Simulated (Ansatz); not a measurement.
# CHNO, SMILES N=C=O: the energy of protonation at one site

Program: the Ansatz DFT code, driven from Python.

`pa_chno.py`
```python
# -*- coding: utf-8 -*-
"""Proton affinity of CHNO at one site."""

from dataclasses import dataclass
import warnings

import ansatz as az
from ase import Atoms
import numpy as np


@dataclass(frozen=True)
class RunConfig:
    basis: str = "6-31G*"
    xc: str = "pbe0"
    net_charge: int = 1
    force_tol: float = 0.01


settings = RunConfig()


def main():
    warnings.simplefilter("ignore", az.DeckWarning)

    atoms = Atoms(["N", "C", "O", "H"], positions=[
        [0.5064, -0.34994, -0.35087],
        [-0.46224, 0.18592, 0.08782],
        [-1.49779, 0.62913, 0.33871],
        [1.45363, -0.46511, -0.07566],
    ])
    geometry = az.Crystal.molecule_from_ase(atoms)

    job = geometry.calculation()
    job = job.basis(gaussian=settings.basis)
    job = job.functional(settings.xc)
    symbols = [site.symbol for site in geometry.cartesian_sites]
    start = np.array([site.position_ang for site in geometry.cartesian_sites], dtype=float)
    summary = job.relax(force_tolerance=0.01).run(threads=1, pin="off").report
    end = np.array(summary["positions_ang"])

    # put the proton on the side away from the neighbours, slightly off axis
    away = sum((end[0] - end[j]) / np.linalg.norm(end[0] - end[j]) for j in [1, 3]) + np.array([0.15, 0.1, -0.2])
    proton = end[0] + 1.0 * away / np.linalg.norm(away)
    acid = az.Crystal.molecule()
    for symbol, place in zip(symbols, end):
        acid = acid.atom(symbol, place.tolist())
    acid = acid.atom("H", proton.tolist())
    protonated = (
        acid.calculation()
        .basis(gaussian=settings.basis)
        .functional(settings.xc)
        .charge(settings.net_charge)
        .relax(force_tolerance=settings.force_tol, max_steps=80)  # relax until the tolerances are met
    )
    after = protonated.run(threads=1, pin="off").report
    xyz = np.array(after["positions_ang"])
    reach = np.linalg.norm(xyz[:-1] - xyz[-1], axis=1)
    print(f"base {summary['free_energy_ev']:.5f} eV, protonated {after['free_energy_ev']:.5f} eV")
    print(f"the proton ends {reach.min():.3f} A from {symbols[reach.argmin()]}{reach.argmin()}")
    print(f"electronic proton affinity {96.485332 * (summary['free_energy_ev'] - after['free_energy_ev']):.1f} kJ/mol")


if __name__ == "__main__":
    main()
```

```console
$ python pa_chno.py
base -4584.89442 eV, protonated -4592.70916 eV
the proton ends 1.023 A from N0
electronic proton affinity 754.0 kJ/mol
```

What to keep in mind:
- Total energies depend on the basis set; only differences at equal settings carry meaning.
- The proton is put on one chosen atom, which needn't be the most basic site, so the molecule's proton affinity can be higher; the ends are stationary points, not checked by frequencies, and zero-point and thermal terms count only where printed.
- Timing: 18 s on 1 thread of Arm Neoverse V1 (shared host), peak memory 0.19 GiB.

(A comment or docstring line of the script was reworded after the run, the code is as it ran.)
